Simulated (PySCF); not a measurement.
A structure optimised at ωB97X-D3(BJ)/def2-TZVP, used in a PySCF frequency run:

```xyz
8

C      0.0000     0.0000    -0.7634
C      0.0000     0.0000     0.7634
H     -0.8824    -0.5094    -1.1597
H      0.8824    -0.5094    -1.1597
H      0.0000     1.0189    -1.1597
H     -0.8824     0.5094     1.1597
H      0.8824     0.5094     1.1597
H      0.0000    -1.0189     1.1597
```

Write its SMILES, formula and point group.

CC, C2H6, D3d

What are its rotational constants (standard atomic weights)?

80.497, 19.997, 19.997 GHz
